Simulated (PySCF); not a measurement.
These are M06-2X/def2-TZVP in PySCF values and carry that method's errors. Isolated molecules, 0 K electronic values unless said otherwise. 

Reference species (SMILES): `[SiH3]` (neutral, multiplicity 2).

The highest occupied spin orbital comes out as -7.19 eV.

Changed species: `[BH2]` (radical fragment; the reference has radical fragment).

Predict the effect on the highest occupied spin orbital.

the highest occupied spin orbital goes up by 0.15 eV, to -7.04 eV.
